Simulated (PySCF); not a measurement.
An element was calculated at PBE0 (PySCF 2.14, spin-free X2C, a triple-zeta basis, no spin-orbit coupling), in the ground configurations that NIST lists.

```
electron affinity          : 1.367 eV
first ionisation energy    : 13.829 eV
second ionisation energy   : 35.307 eV
third ionisation energy    : 55.297 eV
polarisability of the atom : 5.29 bohr³
```

**Question.** Which element is it?

**Answer.** Oxygen (O, Z = 8), in x2c-TZVPPall with one added diffuse shell each of s, p, d type. NIST lists 13.618, 35.121, 54.936 eV for these ionisation energies.
